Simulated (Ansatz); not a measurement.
Correlation energies of C₂H₂F₂O (`F[C@@H]1O[C@@H]1F`) by basis set

Cartesian coordinates in Å:
```
F 0.432 1.576 -0.648
C 0.361 0.584 0.251
O -0.926 0.235 0.663
C -0.248 -0.670 -0.154
F -0.711 -0.776 -1.409
H 1.114 0.695 1.026
H -0.022 -1.644 0.270
```

The species carries charge 0 and has multiplicity 1. The geometry is a stationary point of PBE0-D4/def2-TZVP. Frozen core, restricted reference, Ansatz 0.2.0. CBS rows extrapolate triple and quadruple zeta; past MP2 they add the triple-zeta difference.

```
     basis     HF (Eh)  MP2 corr.
def2-TZVPP  -350.73557   -1.04769
def2-QZVPP  -350.75108   -1.13564
```

Task: Estimate the CCSD correlation energy and the (T) correction in each basis where they were run (hartree).

Result: 
```json
{"basis": "def2-TZVPP", "CCSD corr.": "-1.05774", "(T)": "-0.03874"}
{"basis": "CBS(def2)", "CCSD corr.": "-1.21083", "(T)": "as TZ"}
```
